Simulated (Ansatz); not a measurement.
Input file for C5H12, SMILES `CCCCC`:

```yaml
crystal:
  periodic: [false, false, false]
  atoms:
    - {symbol: C, position_ang: [-0.346907, 0.370198, 2.363295]}
    - {symbol: C, position_ang: [0.309990, 0.295783, 0.995782]}
    - {symbol: C, position_ang: [-0.427895, -0.629133, 0.039861]}
    - {symbol: C, position_ang: [0.234257, -0.789080, -1.322543]}
    - {symbol: C, position_ang: [0.269392, 0.486754, -2.148759]}
    - {symbol: H, position_ang: [0.198222, 1.035229, 3.037151]}
    - {symbol: H, position_ang: [-0.391150, -0.616525, 2.833194]}
    - {symbol: H, position_ang: [-1.372438, 0.742842, 2.287025]}
    - {symbol: H, position_ang: [0.370771, 1.302021, 0.568831]}
    - {symbol: H, position_ang: [1.344722, -0.051970, 1.102174]}
    - {symbol: H, position_ang: [-0.521669, -1.615473, 0.509496]}
    - {symbol: H, position_ang: [-1.453322, -0.261818, -0.097104]}
    - {symbol: H, position_ang: [-0.297269, -1.564340, -1.884340]}
    - {symbol: H, position_ang: [1.255480, -1.163555, -1.183422]}
    - {symbol: H, position_ang: [0.868354, 1.265160, -1.670741]}
    - {symbol: H, position_ang: [-0.738636, 0.887340, -2.292569]}
    - {symbol: H, position_ang: [0.698086, 0.306560, -3.137330]}
basis:
  gaussian: {orbitals: def2-TZVPP}
correlation: {method: ccsd_t}
output: {orbitals: {seedname: orbitals}}
```

```sh
$ ansatz run in.yaml --threads 2 --pin off --events-out ev --progress --plain --max-ram 32768MiB --backend cuda --devices 0, --max-vram 18GiB
```

Output of Ansatz, abridged:

```
Functional definition: HF
  name "HF"
  cite "Fock, Z. Phys. 61, 126 (1930) doi:10.1007/BF01340294"
  parent pbe
  exchange = exact_x
  correlation = 0
1850 factors; integrals over basis functions are off by at most 1.3e-3 eV
mean field evaluation 1: about -5339.6342 eV, gradient 4.1e1 eV
mean field evaluation 2: about -5339.8387 eV, gradient 4.1e1 eV
mean field evaluation 4: about -5344.4221 eV, gradient 4.2e0 eV
mean field evaluation 8: about -5344.4838 eV, gradient 2.0e-1 eV
mean field -5344.48395065 eV, -196.4061625651 hartree, gradient 1.2e-6 eV, S^2 0.000000; 0 other end points of the search recorded, 0 dependent functions left out
5 core orbitals not correlated: weight in the atoms' cores, before any rotation towards them, 1.000 or more for the frozen orbitals, at most 0.000 for the correlated occupied ones
reference -5344.48395065 eV, -196.4061625651 hartree; 16, 16 occupied and 302, 302 virtual orbitals, 1850 factors
second order -24.25688608 eV of doubles, -0.00000000 eV of singles
cycle   1  -25.27894232 eV  change    -1.0e0 eV  update   9.0e-2
cycle   2  -25.86409968 eV  change   -5.9e-1 eV  update   2.5e-2
cycle   3  -25.93866747 eV  change   -7.5e-2 eV  update   8.6e-3
cycle   4  -25.93740854 eV  change    1.3e-3 eV  update   2.0e-3
cycle   5  -25.93786854 eV  change   -4.6e-4 eV  update   5.8e-4
cycle   6  -25.93801006 eV  change   -1.4e-4 eV  update   1.5e-4
cycle   7  -25.93799565 eV  change    1.4e-5 eV  update   3.9e-5
perturbative correction -0.97814882 eV, -0.0359463060 hartree
Total energy: -5371.40009511 eV, -197.3953126297 hartree
```

It took 4.1 min on 2 threads of an AMD EPYC 7R13 on a shared host and a share of an NVIDIA H100 80 GB, with 1.4 GiB of host memory at the peak.

The correlation energy is -26.916 eV, 3.6 % of it from (T); the T1 diagnostic reads 0.0083.
